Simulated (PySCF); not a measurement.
Badger's rule along the third period: bonds to H

CCSD(T) in PySCF with def2-TZVPPD on every atom, for the lowest determinant that a PBE0 search found; no spin–orbit coupling. Badger's rule says that Re = d + c·k^(−1/3) for bonds between atoms of fixed rows.

| molecule | state (unpaired electrons) | Re (Å) | k (mdyn/Å) |
| --- | --- | --- | --- |
| HCl | singlet (closed shell) | 1.275 | 5.23 |
| SH | doublet (π ↑) | 1.342 | ? |
| PH | triplet (π ↑↑) | 1.425 | ? |
| SiH | doublet (π ↑) | 1.524 | ? |
| AlH | singlet (closed shell) | 1.652 | 1.61 |

Task: Fix c and d from HCl and AlH.

Result: c = (1.652 − 1.275)/(1.61^(−1/3) − 5.23^(−1/3)) = 1.360, d = 1.275 − c·5.23^(−1/3) = 0.491 Å.

Task: Predict k of the others and set the computed values beside them.

Result: 

| molecule | k by the rule | k computed | difference (%) |
| --- | --- | --- | --- |
| SH | 4.09 | 4.21 | -3 |
| PH | 3.09 | 3.21 | -4 |
| SiH | 2.29 | 2.39 | -4 |

The rule misses by 4 % on average, well for two fitted constants.

Correlated steps freeze 5 core orbitals. States were picked by a PBE0 search and need not be the measured ground states.
